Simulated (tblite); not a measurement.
Compound: C4H6O2.
Numbering: `[CH3:1][CH2:2][C:3](=[O:4])[CH:5]=[O:6]` (hydrogens: H7, H8, H9 on C1; H10, H11 on C2; H12 on C5)

Computed with GFN2-xTB (tblite), gas phase: Langevin dynamics at 200 K from the optimised GFN2-xTB geometry, time step 0.5 fs, friction 0.01 fs⁻¹, 2000 steps. The instantaneous temperature is 2·E(kin)/(3Nk) with all 3N coordinates.

```tsv
t (fs)	T (K)	E(pot) above start (eV)	C1–C2 (Å)	C2–C3 (Å)	C3=O4 (Å)	C3–C5 (Å)	C5=O6 (Å)	C1–H7 (Å)	C1–C2–C3–O4 (°)
0	174	0.000	1.521	1.499	1.205	1.529	1.198	1.087	0
25	138	0.161	1.494	1.497	1.206	1.494	1.218	1.081	5
50	231	0.264	1.545	1.547	1.197	1.554	1.204	1.104	22
75	226	0.201	1.497	1.466	1.208	1.528	1.178	1.093	28
100	148	0.248	1.527	1.524	1.227	1.519	1.223	1.107	31
125	193	0.222	1.556	1.501	1.195	1.550	1.196	1.094	36
150	150	0.336	1.571	1.509	1.190	1.502	1.194	1.060	55
175	180	0.235	1.547	1.515	1.223	1.546	1.207	1.131	47
200	145	0.270	1.475	1.492	1.205	1.531	1.185	1.115	48
225	133	0.295	1.538	1.511	1.195	1.577	1.206	1.070	60
250	203	0.247	1.552	1.447	1.211	1.524	1.186	1.105	45
275	193	0.226	1.543	1.498	1.215	1.561	1.191	1.119	38
300	184	0.228	1.536	1.487	1.193	1.513	1.211	1.057	31
325	252	0.229	1.466	1.505	1.209	1.501	1.189	1.107	14
350	175	0.230	1.497	1.497	1.216	1.549	1.190	1.106	-1
375	161	0.236	1.531	1.465	1.194	1.530	1.215	1.090	-5
400	169	0.333	1.577	1.510	1.202	1.529	1.224	1.090	0
425	191	0.256	1.554	1.476	1.205	1.561	1.178	1.081	-19
450	254	0.382	1.512	1.485	1.189	1.516	1.194	1.084	-26
475	156	0.494	1.557	1.536	1.200	1.521	1.199	1.136	-19
500	321	0.301	1.560	1.446	1.200	1.541	1.198	1.071	-16
525	192	0.356	1.558	1.523	1.208	1.583	1.195	1.076	-20
550	116	0.371	1.542	1.508	1.186	1.449	1.203	1.135	-19
575	140	0.333	1.503	1.528	1.218	1.572	1.185	1.086	-20
600	257	0.324	1.502	1.543	1.202	1.510	1.195	1.069	-8
625	163	0.359	1.551	1.522	1.184	1.516	1.212	1.095	-3
650	142	0.277	1.528	1.493	1.218	1.550	1.178	1.072	-8
675	188	0.237	1.540	1.491	1.216	1.503	1.216	1.064	-2
700	240	0.241	1.545	1.527	1.186	1.573	1.194	1.118	-10
725	310	0.131	1.530	1.514	1.219	1.516	1.182	1.081	-12
750	164	0.180	1.486	1.474	1.206	1.496	1.216	1.087	-5
775	163	0.203	1.492	1.527	1.215	1.566	1.192	1.100	-1
800	103	0.215	1.480	1.467	1.220	1.514	1.193	1.081	2
825	142	0.199	1.557	1.532	1.179	1.538	1.209	1.080	-2
850	156	0.206	1.554	1.544	1.199	1.531	1.198	1.091	-5
875	155	0.209	1.518	1.490	1.215	1.542	1.191	1.074	-9
900	114	0.249	1.504	1.553	1.181	1.520	1.203	1.110	-17
925	144	0.227	1.492	1.519	1.205	1.515	1.201	1.084	-22
950	248	0.234	1.536	1.523	1.222	1.488	1.191	1.054	-11
975	163	0.301	1.526	1.533	1.200	1.520	1.192	1.107	0
1000	171	0.277	1.512	1.496	1.193	1.504	1.220	1.103	6
```

**Question.** From 500 fs on, how do temperature and potential energy compare with equipartition?

**Answer.** The mean temperature of these 21 frames is 181 K against the target 200 K, and the mean potential energy 0.26 eV against 30 × kT/2 = 0.26 eV for 30 classical harmonic modes. For 12 atoms in a canonical ensemble the temperature itself scatters by T·√(2/(3N)) = 47 K; here its standard deviation is 59 K. The whole run lasts only 10 friction times of 100 fs, so these averages carry a wide statistical error.

**Question.** What are the kinetic and total energies of the listed frame with the highest potential energy?

**Answer.** The one at 475 fs, 0.494 eV above the start. Its kinetic energy is 3NkT/2 = 0.242 eV at 156 K, so the sum is 0.74 eV; over the listed frames the sum runs from 0.27 to 0.80 eV, since the thermostat adds and removes energy.

**Question.** How much do the listed bonds fluctuate from 500 fs on?

**Answer.** 
```csv
bond,at the start (Å),mean (Å),standard deviation (Å)
C1–C2,1.521,1.525,0.025
C2–C3,1.499,1.512,0.027
C3=O4,1.205,1.203,0.014
C3–C5,1.529,1.526,0.031
C5=O6,1.198,1.198,0.011
C1–H7,1.087,1.088,0.019
```

The motion is classical and holds no zero-point motion.

What follows is the cost of the whole dynamics run. The run took 22 s wall on one thread of an AMD EPYC, no GPU, shared host, and the process peaked at 0.18 GiB of memory.
